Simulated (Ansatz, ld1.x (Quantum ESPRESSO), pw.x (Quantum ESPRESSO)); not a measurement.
## pw.x on bcc Al: one setting changed

Potential: norm-conserving Troullier–Martins (Kleinman–Bylander form), ld1.x (Quantum ESPRESSO) 7.5, LDA (PW92); core [Ne], reference 3s2 3p1; waves: 3s (bound): rc 2.15 bohr; 3d channel at -0.1 Ry: rc 2.90 bohr; 3p (bound): rc 2.70 bohr; local part: the p channel; core correction: Bessel-smoothed model core inside 1.50 bohr.

The reference run (k-mesh 14³, cutoffs 50/200 Ry, Fermi–Dirac 0.01 Ry, mixing_beta 0.4, conv_thr 1e-9, no spin) gives -0.29 GPa at 16.222 Å³/atom, where all-electron LAPW gives 0.10 GPa. This run, with its own iteration cap, changes k-mesh points per axis to 3.

```
&control
  calculation='scf', prefix='x', pseudo_dir='./', outdir='./tmp', tstress=.true., disk_io='none'
/
&system
  ibrav=0, nat=1, ntyp=1, ecutwfc=50, ecutrho=200, nbnd=8,
  occupations='smearing', smearing='fd', degauss=0.01
/
&electrons
  conv_thr=1e-09, mixing_beta=0.4, electron_maxstep=70
/
ATOMIC_SPECIES
Al 1.0 Al.UPF
CELL_PARAMETERS angstrom
  -1.59470909 1.59470909 1.59470909
  1.59470909 -1.59470909 1.59470909
  1.59470909 1.59470909 -1.59470909
ATOMIC_POSITIONS crystal
Al 0.0000 0.0000 0.0000
K_POINTS automatic
3 3 3 0 0 0
```

```bash
pw.x < Al.scf.in > Al.scf.out
```

Task: How does the run end?

Result: It converges in 6 iterations; the free energy moves by +126.7 meV/atom and the pressure by -0.59 GPa.

```
Message from routine setup:
     using ibrav=0 with symmetry is DISCOURAGED, use correct ibrav instead
     lattice parameter (alat)  =       5.2196  a.u.
     unit-cell volume          =     109.4715 (a.u.)^3
     number of electrons       =         3.00
     number of Kohn-Sham states=            8
     kinetic-energy cutoff     =      50.0000  Ry
     charge density cutoff     =     200.0000  Ry
     scf convergence threshold =      1.0E-09
     Exchange-correlation= PW
     number of k points=     4  Fermi-Dirac smearing, width (Ry)=  0.0100
     iteration #  1     ecut=    50.00 Ry     beta= 0.40
     total energy              =      -6.87119991 Ry
     estimated scf accuracy    <       0.00602762 Ry
     iteration #  2     ecut=    50.00 Ry     beta= 0.40
     total energy              =      -6.87024196 Ry
     estimated scf accuracy    <       0.00191078 Ry
     iteration #  3     ecut=    50.00 Ry     beta= 0.40
     total energy              =      -6.87032495 Ry
     estimated scf accuracy    <       0.00000098 Ry
     iteration #  4     ecut=    50.00 Ry     beta= 0.40
     total energy              =      -6.87032685 Ry
     estimated scf accuracy    <       0.00000002 Ry
     iteration #  5     ecut=    50.00 Ry     beta= 0.40
     total energy              =      -6.87032684 Ry
     estimated scf accuracy    <       0.00000003 Ry
     iteration #  6     ecut=    50.00 Ry     beta= 0.40
     the Fermi energy is     6.7603 ev
!    total energy              =      -6.87032685 Ry
     estimated scf accuracy    <          1.6E-10 Ry
     smearing contrib. (-TS)   =      -0.00374701 Ry
     The total energy is F=E-TS. E is the sum of the following terms:
     one-electron contribution =       3.00571569 Ry
     hartree contribution      =       0.00455350 Ry
     xc contribution           =      -4.44256798 Ry
     ewald contribution        =      -5.43428105 Ry
     convergence has been achieved in   6 iterations
          total   stress  (Ry/bohr**3)                   (kbar)     P=       -8.76
     Message from routine punch:
     Nothing written, as per user request (disk_io='none')
```

The run took about 1 s on one core of a shared host (Intel(R) Xeon(R) Platinum 8375C CPU @ 2.90GHz, 96 threads, 744 GiB, load 39).
